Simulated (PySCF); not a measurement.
Compound: thioketene, C2H2S.
SMILES with atom numbers: `[CH2:1]=[C:2]=[S:3]` (hydrogens: H4, H5 on C1)

Structure used (PBE0-D3(BJ)/def2-TZVP), in Å, numbered top down from 1:
```
atom  x, y, z in Å
C1    -0.6192    0.0337    0.1933
C2     0.6776    0.0457    0.0659
S3     2.2203    0.0615   -0.0926
H4    -1.1323    0.8656    0.6612
H5    -1.1994   -0.8095   -0.1622
```

Linear response at PBE0/aug-cc-pVTZ (PySCF, frozen core in the response, non-relativistic). Geometry: PBE0-D3(BJ)/def2-TZVP; no solvent, vibrations or thermal averaging.

Static isotropic polarisability: 48.13 au (7.13 Å³), principal values 33.2, 33.8, 77.4 au.

Question: What is the polarisability at 1064 nm and at the sodium D line?

Answer: 48.82 au at 1064 nm (+1.4 %), 50.52 au at 589.3 nm (+5.0 %). The rise at 589.3 nm is 3.44 times that at 1064 nm; a pure ω² law gives 3.26. The lowest singlet lies at 473 nm, shorter than both wavelengths.

Question: What is the isotropic C6 coefficient between two such molecules, C6 = (3/π)∫α(iω)² dω?

Answer: 752.6 au (Eh·bohr⁶) by a ten-point quadrature over imaginary frequencies, which is 450 eV·Å⁶ or 43.4 J·nm⁶/mol.

Question: Which effective excitation energy ω̄ makes London's formula C6 = (3/4)α²ω̄ exact here?

Answer: ω̄ = 4·C6/(3α²) = 0.433 Eh = 11.8 eV. A one-pole form α(ω) = α/(1 − ω²/ω̄²) fitted to the 1064 nm value gives 9.8 eV.

Question: What molar refraction at the D line follows from R = (4π/3)·N_A·α′, with α′ the polarisability volume?

Answer: α′ = 7.49 Å³ gives R = 18.88 cm³/mol, for isolated, non-vibrating species.

Question: How many electrons N does the Slater–Kirkwood formula C6 = (3/4)·√N·α^(3/2) need to give this C6?

Answer: N = (4·C6/3)²/α³ = 9.0; the species has 30 electrons in all.

Question: What three-body coefficient follows from the one-pole estimate C9 = (3/4)·α·C6?

Answer: 27200 au. This is an estimate from the two numbers above, not a computed integral.
